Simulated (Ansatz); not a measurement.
Input file:

```yaml
crystal:
  periodic: [false, false, false]
  atoms:
    - {symbol: O, position_ang: [-1.099454, -0.025232, 0.000000]}
    - {symbol: H, position_ang: [-1.348763, 0.901344, 0.000000]}
    - {symbol: H, position_ang: [0.092546, -0.025232, 0.000000]}
    - {symbol: F, position_ang: [0.992546, -0.025232, 0.000000]}
basis:
  gaussian: {orbitals: cc-pVDZ}
magnetization: {spin_polarized: true, initial_magnetization: 1}
correlation: {method: ccsd, electrons: valence}
```

```sh
$ ansatz run in.yaml --threads 1 --pin off --events-out ev --progress --plain --max-ram 2393MiB
```

The program prints:

```
343 factors; integrals over basis functions are off by at most 1.5e-3 eV
mean field evaluation 1: about -4770.7059 eV, gradient 2.1e1 eV
mean field evaluation 2: about -4770.7261 eV, gradient 2.1e1 eV
mean field evaluation 4: about -4772.2589 eV, gradient 1.9e0 eV
mean field evaluation 8: about -4772.2931 eV, gradient 2.2e-1 eV
mean field evaluation 16: about -4770.7056 eV, gradient 2.1e1 eV
mean field evaluation 32: about -4772.0699 eV, gradient 1.6e-6 eV
mean field evaluation 64: about -4772.0699 eV, gradient 1.0e-3 eV
mean field evaluation 96: about -4770.2772 eV, gradient 4.4e0 eV
mean field evaluation 128: about -4768.2780 eV, gradient 1.2e0 eV
mean field -4772.29366414 eV, -175.3785573804 hartree, gradient 8.3e-6 eV, S^2 0.755061; 6 other end points of the search recorded, 0 dependent functions left out
determinant -4772.29366414 eV, -175.3785573804 hartree, with singles and doubles -4782.46434689 eV, -175.7523230774 hartree
determinant -4772.06987582 eV, -175.3703333114 hartree, with singles and doubles -4782.42568774 eV, -175.7509023798 hartree
determinant -4772.29366414 eV, -175.3785573804 hartree, with singles and doubles -4782.46663794 eV, -175.7524072718 hartree
determinant -4772.06987582 eV, -175.3703333114 hartree, with singles and doubles -4782.42711237 eV, -175.7509547341 hartree
2 core orbitals not correlated: weight in the atoms' cores, before any rotation towards them, 1.000 or more for the frozen orbitals, at most 0.000 for the correlated occupied ones
reference -4772.29366414 eV, -175.3785573804 hartree; 8, 7 occupied and 28, 29 virtual orbitals, 343 factors
second order -9.65565055 eV of doubles, -0.00000000 eV of singles
cycle   1  -10.17297659 eV  change   -2.8e-6 eV  update   1.8e-6
Total energy: -4782.46664074 eV, -175.7524073748 hartree
```

Ran on 1 thread of Intel Xeon Platinum 8488C, shared host: 2.2 s wall, 0.16 GiB peak host memory.
